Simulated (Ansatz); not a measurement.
Worked example: N2⁺, doublet against N₂, singlet

Geometry (PBE0/def2-TZVP stationary point of a singlet), kept for both states (N2, singlet: Σg⁺g; N2⁺, doublet: Σg⁺g):

```yaml
atoms:
  - { symbol: N, position_ang: [0.0000, 0.0000, 0.0000] }
  - { symbol: N, position_ang: [0.0000, 0.0000, 1.0895] }
```

Basis cc-pVDZ; Ansatz 0.2.0. Correlated methods freeze the noble-gas cores. Prefix R: restricted or restricted open-shell reference; prefix U: unrestricted.

Full CI is exact within this basis and frozen core; it isn't the basis-set limit. The frozen core follows each run's orbitals, which can shift R against U totals by a few meV.

Coupled cluster chose its determinant by trial CCSD, here up to 0.47 eV above the lowest Hartree–Fock solution of its kind, and MP2 stands on that determinant too.

| level | E(N2, singlet) (hartree) | E(N2⁺, doublet) (hartree) |
| --- | --- | --- |
| UMP2 | -109.258877 | -108.708480 |
| UCCSD(T)* | -109.274067 | -108.718248 |
| PBE | -109.412340 | -108.853933 |
| PBE0 | -109.409999 | -108.835975 |
| full CI | -109.275750 | -108.721598 |

Question: Give the vertical gap, N2⁺ doublet less N2 singlet, at each level in eV (1 hartree = 27.2114 eV), and each error against full CI.

Answer: full CI: (-108.721598 − (-109.275750)) × 27.2114 = 15.079 eV (the reference)
PBE0: (-108.835975 − (-109.409999)) × 27.2114 = 15.620 eV, error 0.541 eV
PBE: (-108.853933 − (-109.412340)) × 27.2114 = 15.195 eV, error 0.116 eV
UCCSD(T): (-108.718248 − (-109.274067)) × 27.2114 = 15.125 eV, error 0.046 eV
UMP2: (-108.708480 − (-109.258877)) × 27.2114 = 14.977 eV, error -0.102 eV

Total energies of functionals can't be set beside those of wave-function methods, since they hold the core's correlation and their own absolute errors; only the differences compare.

In so small a basis the reference is far from its limit while semilocal and hybrid functionals are nearer theirs, so the functionals' errors here hold much of the reference's basis and frozen-core error, which can add to them or hide them.

Each level lands on the state that its own search finds; the functionals scatter so widely here that some may stand on another one. T1 diagnostics of restricted CCSD: 0.011 and 0.020.

An asterisk marks runs whose energy the program itself flagged as in doubt.
